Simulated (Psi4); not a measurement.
# CAM-B3LYP/6-311+G(d,p) run of N2 (nitrogen)

Wanted: a structure relaxation of N2 (nitrogen). The job is set up through a Python script.

The calculation is run with Psi4 1.11.

5 further runs of the same task are left out: 5 set aside as unsound or not needed. Runs told in other sessions of the task aren't counted.

## (1) The system as given

The species is N2 (2 atoms), meant as a singlet with charge 0. SMILES: `N#N`. The coordinates come from a PBE0-D4/def2-TZVP relaxation. The run starts from this shape.

Bond lengths: N1–N2 1.090 Å.

## (2) A structure relaxation at CAM-B3LYP/6-311+G(d,p)

Input file run.py:

```python
import psi4

psi4.set_memory('1600 MB')
psi4.set_num_threads(1)
psi4.core.set_output_file('n2.out', False)

mol = psi4.geometry("""
0 1
N      0.465500    -0.150300     0.239800
N     -0.465500     0.150300    -0.239800
units angstrom
symmetry c1
""")

psi4.set_options({
    'basis': '6-311+G**',
    'reference': 'rks',
    'puream': True,
    'scf_type': 'pk',
    'dft_radial_points': 250,
    'dft_spherical_points': 1202,
    'g_convergence': 'gau_tight',
    'geom_maxiter': 50,
})

E, wfn = psi4.optimize('CAM-B3LYP', molecule=mol, return_wfn=True)
print('E =', round(E, 9))
print(mol.to_string(dtype='xyz', units='Angstrom'))
```

Started as:

```console
$ python run.py
```

What values should one expect? Wanted: total energy at the end; dipole moment; HOMO energy; LUMO energy; HOMO–LUMO gap; bond length.

Answer, from the run:

Level: CAM-B3LYP/6-311+G**.

| quantity | value |
| --- | --- |
| total energy at the end | -109.51550 Eh |
| dipole moment | 0.00 D |
| HOMO energy | -13.93 eV |
| LUMO energy | 0.60 eV |
| HOMO–LUMO gap | 14.52 eV |
| bond length | 1.091 Å |

At the final geometry: Bond lengths: N1–N2 1.091 Å. The optimisation took 3 steps and changed the energy by -0.000 eV.
